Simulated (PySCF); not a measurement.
# Static response to an electric field

Dimethylphosphine, C₂H₇P.
Cartesian coordinates in Å at the GFN2-xTB level; atoms count from 1:
```xyz
10
C2H7P angstrom
C      1.3597    0.1851   -0.0714
P      0.2157   -0.4244    1.2520
C     -1.3779    0.1637    0.5123
H      2.3473   -0.2425    0.0868
H      1.4376    1.2688    0.0046
H      0.9999   -0.0824   -1.0632
H      0.1192   -1.7309    0.7504
H     -2.2083   -0.2772    1.0592
H     -1.4511   -0.1021   -0.5407
H     -1.4332    1.2465    0.6163
```

Level: PBE0/def2-SVPD (PySCF), static field, nuclei fixed, core orbitals frozen in the response. The polarisability tensor in these axes (au):

```
x   58.92 -0.52 -1.77
y   -0.52 48.87 -2.79
z   -1.77 -2.79 50.89
```

Give the principal values, the mean and the anisotropy Δα = √{½[(α1 − α2)² + (α2 − α3)² + (α1 − α3)²]}.

Principal values 46.73, 52.65 and 59.29 au; mean 52.89 au = 7.84 Å³ = 8.72 × 10⁻⁴⁰ C²·m²/J; Δα = 10.88 au (21 % of the mean).

What is the dipole moment, and where does it point?

(-0.27, 0.23, -1.26) D, 1.31 D in size, pointing from the negative to the positive side. Measured along this direction, the outermost atoms are P2 at the negative end and H6 and H9 at the positive end.

What molar refraction does this α imply?

Lorentz–Lorenz: R = (4π/3)N_A α = 2.5225 cm³/(mol·Å³) × 7.84 Å³ = 19.8 cm³/mol, in the limit of long wavelengths.

What depolarisation ratio follows for Rayleigh scattering of linearly polarised light, taking the static tensor?

ρ = 3Δα²/(45ᾱ² + 4Δα²) = 355.3/(125891 + 473.7) = 0.00281.

Directions of the eigenvectors, and the extent of the frame along each?

Largest value along (0.98, 0.01, -0.21), where the nuclei span 4.66 Å; middle along (0.17, -0.60, 0.78), 2.26 Å; least along (0.12, 0.80, 0.59), 2.12 Å. 

Orientational against electronic polarisability at 500 K (dilute gas, rigid molecules)?

In Gaussian units μ²/3kT = 8.30 Å³ against 7.84 Å³, a ratio of 1.06; the Debye molar polarisation (4π/3)N_A(α + μ²/3kT) is 40.7 cm³/mol, leaving out the vibrational part.

Geometry: GFN2-xTB; no solvent, vibrations or thermal averaging.
